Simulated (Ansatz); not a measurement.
Start from `FC1=CN1` and change one atom or group to get `CC1=CN1`.

Ansatz, PBE0-D4/def2-TZVP geometries, multiplicity 1. 

```json
{"property": "HOMO energy (B3LYP/def2-TZVPP) / eV", "`FC1=CN1`": "-6.25"}
{"property": "LUMO energy (PBE0/def2-TZVPP) / eV", "`FC1=CN1`": "0.14"}
{"property": "ideal-gas entropy at 298 K and 1 bar (rigid rotor, harmonic PBE0-D4/def2-TZVP) / J/(mol·K)", "`FC1=CN1`": "271"}
{"property": "HOMO–LUMO gap (ωB97M-V/def2-TZVPP) / eV", "`FC1=CN1`": "11.03"}
{"property": "HOMO–LUMO gap (PBE0/def2-TZVPP) / eV", "`FC1=CN1`": "6.59"}
{"property": "HOMO energy (PBE0/def2-TZVPP) / eV", "`FC1=CN1`": "-6.45"}
```

Q: What does the change do to each property? (Estimate.)

A: The calculation gave: 
```tsv
property	`CC1=CN1`	shift
HOMO energy (B3LYP/def2-TZVPP) / eV	-5.55	0.70
LUMO energy (PBE0/def2-TZVPP) / eV	0.27	0.13
ideal-gas entropy at 298 K and 1 bar (rigid rotor, harmonic PBE0-D4/def2-TZVP) / J/(mol·K)	284	13
HOMO–LUMO gap (ωB97M-V/def2-TZVPP) / eV	10.46	-0.57
HOMO–LUMO gap (PBE0/def2-TZVPP) / eV	6.01	-0.58
HOMO energy (PBE0/def2-TZVPP) / eV	-5.75	0.70
```

With PBE0 the HOMO rises by 0.70 eV and the LUMO rises by 0.13 eV, so the gap narrows by about 0.57 eV. PBE moves the HOMO by 0.64 eV and ωB97M-V by 0.70 eV. The zero-point energy changes by 93.4 kJ/mol with +9 modes.

B3LYP here is the variant with VWN-RPA as its local correlation; programs differ in this.
